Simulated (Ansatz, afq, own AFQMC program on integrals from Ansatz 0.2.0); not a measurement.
**Where AFQMC and coupled cluster stand for CH3Al, singlet**

```xyz
5

Al   -0.1131    0.0000    2.8387
C     0.0725    0.0000   -2.0247
H     0.0704    0.0000    4.4007
H    -0.0149    0.9125   -2.6074
H    -0.0149   -0.9125   -2.6074
```

Connectivity, by distances: AlH ··· CH2.

Basis cc-pVDZ. Noble-gas cores (and the filled d shells of Ga–Kr and In–Xe) are frozen. Integrals, coupled cluster, full CI and functionals: Ansatz 0.2.0; the random walks run on the same integrals in our own AFQMC program. The CISD trial takes its coefficients from CCSD amplitudes. Released means that phaseless walkers are propagated on without the constraint, phases kept. ± is one standard error of the sampling.

Determinant: RHF, the one that the program's search chose, which needn't be the lowest solution. The geometry is a point of a scan.

No full CI on the walks' own integrals is used here; CCSDT(Q) serves as the reference and is uncertain by about the last step of the cluster series.

Cautions: higher spins were not checked; restricted determinant unstable towards unrestricted (UHF 732 meV lower, ⟨S²⟩ 1.02); CCSDT(Q) on the UHF determinant differs (552 meV lower), perhaps since the unrestricted series falls towards higher spin.

- T1 diagnostic: 0.0100
- weight of the determinant in the CISD state: 0.847
- size of the correlated space: 10 electrons in 41 orbitals

```csv
level,correlation energy (eV)
MP2,-4.3916
CCSD,-5.7456
CCSD(T),-5.8543
```

Q: Estimate where AFQMC with the constraint released lies against CCSD(T) on the same integrals.

A: 0.53 ± 0.67 kcal/mol below CCSD(T). The gap is under twice the noise, so this walk alone can't tell the two apart.

Reference: CCSDT(Q), correlation energy -5.893 eV. The released energy is read at 2.40 1/Eh (meV from the phaseless value at times in 1/Eh: -7 ± 20 at 0.24, 10 ± 22 at 0.51, 26 ± 21 at 0.99, 1 ± 26 at 1.62, 7 ± 29 at 2.40).

| level | E − E(reference) (kcal/mol) | share of correlation (%) |
| --- | --- | --- |
| CCSD(T) | 0.88 | 99.35 |
| CCSDT | 0.12 | 99.91 |
| ph-AFQMC/CISD | 0.20 ± 0.40 | 99.85 |
| released AFQMC | 0.35 ± 0.67 | 99.74 |

A walk keeps the symmetry of its determinant, which the program's search chose and which needn't be the lowest solution, so a lower state of the same spin and another symmetry isn't excluded. Released energies are given only where the last usable release times agree within the noise; a slower fall can still hide under it.
